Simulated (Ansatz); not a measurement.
Basis-set extrapolation for `CCC(CC)C(C)C` (PBE0-D4/def2-TZVP geometry, frozen core, the Gaussian-basis code of Ansatz). Multiplicity 1, RHF reference.

```csv
,def2-TZVPP,def2-QZVPP
HF,-313.540686,-313.555523
MP2 correlation,-1.425234,-1.512151
CCSD(T) correlation,-1.574700,not run
```

Energies in hartree. Use E(X) = E(∞) + A·exp(−7.88·√X) for Hartree–Fock and E(X) = E(∞) + B·X^(−2.97) for correlation, with X = 3 and 4, and add CCSD(T) minus MP2 of the smaller set to the MP2 limit.

Q: What is the CCSD(T) energy at the basis-set limit?

A: HF limit: -313.555523 + (-0.014837) × 0.13774 = -313.55757. MP2 limit: -1.512151 + (-0.086917) × 0.74074 = -1.57653. Higher-order term: -1.574700 − (-1.425234) = -0.14947. Total: -315.28357 hartree, 4.58 eV below CCSD(T)/def2-TZVPP.
